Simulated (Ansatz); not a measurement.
Basis-set extrapolation for C₂H₅Al, SMILES `[CH2]1[CH2][AlH]1` (PBE0-D4/def2-TZVP geometry, frozen core, Ansatz). Multiplicity 1, RHF reference.

```
                      def2-TZVPP   def2-QZVPP
                 HF  -320.519249  -320.529923
    MP2 correlation    -0.424090    -0.451072
CCSD(T) correlation    -0.474778      not run
```

Energies in hartree. Use E(X) = E(∞) + A·exp(−7.88·√X) for Hartree–Fock and E(X) = E(∞) + B·X^(−2.97) for correlation, with X = 3 and 4, and add CCSD(T) minus MP2 of the smaller set to the MP2 limit.

Question: What is the CCSD(T) energy at the basis-set limit?

Answer: HF limit: -320.529923 + (-0.010674) × 0.13774 = -320.53139. MP2 limit: -0.451072 + (-0.026982) × 0.74074 = -0.47106. Higher-order term: -0.474778 − (-0.424090) = -0.05069. Total: -321.05314 hartree, 155.2 kJ/mol below CCSD(T)/def2-TZVPP.
